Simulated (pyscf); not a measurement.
Thermochemistry of product channels of PH₃ + InH₂• on the doublet surface, in kJ/mol, from ωB97M-D3(BJ)/def2-TZVP energies (ideal gas, 1 atm, RRHO with modes under 100 cm⁻¹ raised to 100, one conformer, R ln 2 for chiral ones without a mode under 150 cm⁻¹). Optimised with ωB97X-D3(BJ)/def2-SVP in PySCF.

| products | ΔE | ΔH(298 K) | ΔG(298 K) | ΔG(600 K) |
|---|---|---|---|---|
| •HP–InH₂ + H₂ | +24.5 | +17.6 | +19.6 | +18.9 |
| [H₂P–InH]• + H₂ | -38.0 | -39.2 | -37.0 | -37.0 |

These are energies of the channels, which say nothing of barriers. Elements past Kr carry the def2 core potentials, without spin-orbit coupling.
